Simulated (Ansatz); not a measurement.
The input, for Ansatz 0.2.0:

```yaml
crystal:
  periodic: [false, false, false]
  atoms:
    - {symbol: O, position_ang: [-0.152979, -0.049094, 0.000000]}
    - {symbol: H, position_ang: [-0.402288, 0.877481, 0.000000]}
    - {symbol: H, position_ang: [0.806550, -0.049094, 0.000000]}
    - {symbol: H, position_ang: [2.024021, -0.049094, 0.000000]}
basis:
  gaussian: {orbitals: 6-31G}
magnetization: {spin_polarized: true, initial_magnetization: 1}
correlation: {method: ccsd_t, electrons: outside_noble_gas}
```

```sh
$ ansatz run in.yaml --threads 1 --pin off --events-out ev --progress --plain --max-ram 2393MiB
```

(1) Roughly how long does this take on 1 thread of Arm Neoverse V1, shared host, and how much host memory?

```
171 factors; integrals over basis functions are off by at most 4.1e-4 eV
mean field evaluation 1: about -2078.5009 eV, gradient 2.1e1 eV
mean field evaluation 2: about -2078.5025 eV, gradient 2.1e1 eV
mean field evaluation 4: about -2080.6154 eV, gradient 2.0e0 eV
mean field evaluation 8: about -2080.6685 eV, gradient 1.9e-3 eV
mean field evaluation 16: about -2080.6107 eV, gradient 2.0e0 eV
mean field evaluation 32: about -2077.0411 eV, gradient 4.0e-4 eV
mean field -2080.66848113 eV, -76.4631563536 hartree, gradient 2.1e-6 eV, S^2 0.755288; 0 other end points of the search recorded, 0 dependent functions left out
1 core orbitals not correlated: weight in the atoms' cores, before any rotation towards them, 1.000 or more for the frozen orbitals, at most 0.000 for the correlated occupied ones
reference -2080.66848113 eV, -76.4631563536 hartree; 5, 4 occupied and 9, 10 virtual orbitals, 171 factors
second order -3.51434709 eV of doubles, -0.00000000 eV of singles
cycle   1  -3.57883761 eV  change   -6.4e-2 eV  update   3.8e-2
cycle   2  -3.68685757 eV  change   -1.1e-1 eV  update   1.3e-2
cycle   3  -3.71027241 eV  change   -2.3e-2 eV  update   6.1e-3
cycle   4  -3.71086497 eV  change   -5.9e-4 eV  update   2.6e-3
cycle   5  -3.71091805 eV  change   -5.3e-5 eV  update   1.3e-3
cycle   6  -3.71084740 eV  change    7.1e-5 eV  update   3.8e-4
cycle   7  -3.71085620 eV  change   -8.8e-6 eV  update   1.1e-4
cycle   8  -3.71086893 eV  change   -1.3e-5 eV  update   3.8e-5
cycle   9  -3.71086748 eV  change    1.5e-6 eV  update   1.4e-5
cycle  10  -3.71086707 eV  change    4.1e-7 eV  update   4.9e-6
perturbative correction -0.03039336 eV, -0.0011169355 hartree
Total energy: -2084.40974156 eV, -76.6006451387 hartree
```

For the same geometry and basis full CI lies 15.3 meV lower.

Answers

(1) 0.24 s wall and 0.06 GiB.
